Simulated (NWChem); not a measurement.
Species: chlorine (Cl₂); SMILES ClCl

```xyz
2

Cl     0.0000     0.0000     1.0215
Cl     0.0000     0.0000    -1.0215
```
Atoms are numbered in this order, from 1.

Program: NWChem. All runs use the structure optimised with B3LYP/6-31G* (spherical d). Total energies compare along this basis series because the functional is fixed.

```
level            basis functions  energy (Ha)  highest occupied level (eV)  orbital gap (eV)  relative time
---------------  ---------------  -----------  ---------------------------  ----------------  -------------
PBE/cc-pVDZ                   36    -919.9936                        -7.26              2.70              1
PBE/aug-cc-pVDZ               54    -920.0012                        -7.44              2.68              2
PBE/cc-pVTZ                   68    -920.0327                        -7.36              2.77              3
PBE/aug-cc-pVTZ              100    -920.0345                        -7.43              2.76              5
PBE/cc-pVQZ                  118    -920.0418                        -7.39              2.76              9
```

Relative times are rough (shared machine, one core).
